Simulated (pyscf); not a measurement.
PySCF, gas phase, ωB97X-D3(BJ)/def2-SVP geometries.

Q: H₂P–PH–PH₂ (SMILES PPP) + H₂ (SMILES [H][H]) → H₂P–PH₂ (SMILES PP) + PH₃ (SMILES P)
Surface: singlet. Broken: P–P, H–H. Formed: H–P, H–P. Give ΔE‡ and ΔE from M06-2X/def2-TZVP, relative to the separated reactants.

A: ΔE‡ = 301.7 kJ/mol, ΔE = -11.2 kJ/mol. ωB97M-D3(BJ)/def2-TZVP gives 296.5 kJ/mol and -19.1 kJ/mol. Zero-point energy shifts the barrier by +6.5 kJ/mol. It is a four-centre exchange, with an imaginary mode of 1529i cm⁻¹. From the product side, PH₂• + PH₂• + PH₃ lies, by one bond made or cut, 55.4 kJ/mol under this saddle at ωB97M-D3(BJ)/def2-TZVP. The same reactants have a lower exit, to PH₂• + •HP–PH₂ + H₂ (no saddle counted: cutting one bond costs +246.7 kJ/mol at ωB97M-D3(BJ)/def2-TZVP, against +296.5 kJ/mol here). This is the saddle that the search found; another between the same sides may lie lower.
